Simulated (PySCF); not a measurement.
Gas-phase reaction: SiH4 + 3 HF ⇌ SiHF3 + 6 H

Method: PySCF energies plus ideal-gas RRHO corrections (1 bar). The comparison is the NASA 1993 polynomial table, which mixes measured and estimated data. † marks an energy on the PBE0/def2-TZVP geometry and frequencies; other levels use their own. MP2 freezes the core. Open shells (unrestricted): H (multiplicity 2); the rest are closed-shell singlets. MP2 isn't extrapolated to the basis-set limit; its ΔH°(298 K) is 788.8 kJ in def2-SVP and 818.0 kJ in def2-TZVPP. The harmonic model lacks anharmonicity and excited electronic states, which grow with temperature; levels with a mode under 35 cm⁻¹ are left out. The table's entry may be an old estimate for SiHF3 (not checked at source).

```csv
level,"ΔH°(298 K), kJ",minus table,"ΔG°(2500 K), kJ"
table,890.5,-,130.2
MP2/def2-TZVPP†,818.0,-72.5,52.5
PBE/def2-TZVP†,848.2,-42.3,82.7
PBE0/def2-TZVP,846.4,-44.1,80.9
r2SCAN/def2-TZVP†,839.5,-51.0,74.0
LDA/def2-TZVP†,946.1,55.6,180.6
ωB97M-V/def2-TZVP†,866.3,-24.2,100.8
```
